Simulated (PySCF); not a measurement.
## How exact exchange moves a shielding

Molecule: N-Methylacetamide, C3H7NO.

Numbering as in the mapped SMILES `[CH3:1][NH:2][C:3]([CH3:4])=[O:5]`. Hydrogens are named by the atom that carries them.

GIAO shieldings (ppm, equivalent atoms averaged) in PySCF 2.14.0 with density-fitted response routines on the PBE0-D3(BJ)/def2-SVP geometry, basis pcSseg-2, gas phase, non-relativistic:

| functional | exact exchange (%) | σ(N2) |
| --- | --- | --- |
| BLYP | 0 | 128.8 |
| BP86 | 0 | 132.9 |
| PBE | 0 | 133.3 |
| B3LYP | 20 | 135.3 |
| PBE0 | 25 | 141.1 |
| mPW1PW91 | 25 | 140.2 |
| HF | 100 | 161.6 |

**Question.** Fit each shielding as a line in the percentage of exact exchange.

**Answer.** σ(N2) = 131.7 + 0.30 x (rms 1.8 ppm). The functionals also differ in their semilocal parts, which the line can't hold; Hartree–Fock has no correlation at all.

**Question.** What does the line predict for BHandHLYP (50 %), and what does the run give?

**Answer.** σ(N2): 146.7 predicted, 146.4 computed ppm.
